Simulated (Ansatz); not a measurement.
Reaction (SMILES): [SH] (SH) → H atom + S atom
B3LYP-D3(BJ)/def2-TZVP geometries, fixed; electronic energies without zero-point terms.
Largest species:
```xyz
2

S      0.0000     0.0000    -0.0793
H      0.0000     0.0000     1.2681
```
Charge 0, spin multiplicity 2.

Effect of a fitting basis named in the input at wB97M-V/aug-cc-pV(Q+d)Z with Ansatz (a first-principles code), against the last row, where the atomisation energy is 88.94 kcal/mol. Open shells are unrestricted. The default fits or decomposes integrals by the program's own choice; accuracy: high also tightens integrals, grids and stops.

| setting | largest shift of a total energy (mEh) | shift of the atomisation energy (kcal/mol) |
|---|---|---|
| fitting: def2-SV(P)-JKFIT | -0.059 | -0.022 |
| fitting: def2-universal-JKFIT | -0.059 | -0.022 |
| fitting: cc-pVTZ-JKFIT | -0.021 | -0.001 |
| fitting: cc-pVQZ-JKFIT | -0.017 | -0.006 |
| fitting: cc-pV5Z-JKFIT | -0.017 | -0.006 |
| accuracy: high | -0.010 | 0.000 |
| accuracy: medium (default) | 0.000 | 0.000 |

Within 0.02 kcal/mol in the atomisation energy: fitting: cc-pVTZ-JKFIT; fitting: cc-pVQZ-JKFIT; fitting: cc-pV5Z-JKFIT; accuracy: high. The largest shift is 0.059 mEh in a total energy and 0.022 kcal/mol in the difference.
